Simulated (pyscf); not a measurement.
`[OH][SiH2][OH]` -> `[O]=[SiH][OH]` + `[H][H]`, an elimination (singlet surface; H–O, H–Si broken, H–H formed). Structures and frequencies: ωB97X-D3(BJ)/def2-SVP in PySCF. Energies in kJ/mol from the reactant's lowest minimum found.

Small-basis levels: PySCF, no dispersion term, spherical d functions. AM1 to PM7: differences of heats of formation from MOPAC, which are fitted to 298 K values and so differ in kind from electronic energies by zero-point and thermal terms. GFN2-xTB: tblite. Cost: rough CPU time at the saddle relative to B3LYP/6-31G*, from one job on a shared machine.

```tsv
level	barrier	reaction energy	cost
HF/STO-3G	___	+360.2	0.04
MP2/6-31G*	275.3	+146.6	0.10
SVWN5/6-31G*	225.4	+186.1	0.7
BP86/6-31G*	234.6	+147.3	1
B3LYP/6-31G*	264.0	+162.6	1
B3LYP/6-311+G**	264.7	+173.9	1
GFN2-xTB	266.9	+82.0	under 0.02
AM1	378.3	+152.3	under 0.02
PM7	___	-19.0	under 0.02
ωB97M-D3(BJ)/def2-TZVP	___	+180.0	–
```

Q: What belongs in the gaps?

A: 
- HF/STO-3G, barrier: 654.4
- PM7, barrier: 220.9
- ωB97M-D3(BJ)/def2-TZVP, barrier: 256.3

Against the last row the barrier runs from -35.3 (PM7) to +398.1 kJ/mol (HF/STO-3G). ωB97M-D3(BJ)/def2-TZVP has limits of its own. On the reactant side the descent ends in a point that may be a rotor saddle (no frequency run), 5.1 kJ/mol over the lowest minimum found and 256.6 kJ/mol under the saddle at ωB97X-D3(BJ)/def2-TZVP. At the saddle there is also a short H–Si contact that neither side keeps. O=SiH–OH lies 41.2 kJ/mol over its isomer HO–Si:–OH [singlet] (electronic energy, ωB97M-D3(BJ)/def2-TZVP). One saddle was located; it need not be the lowest between these sides.
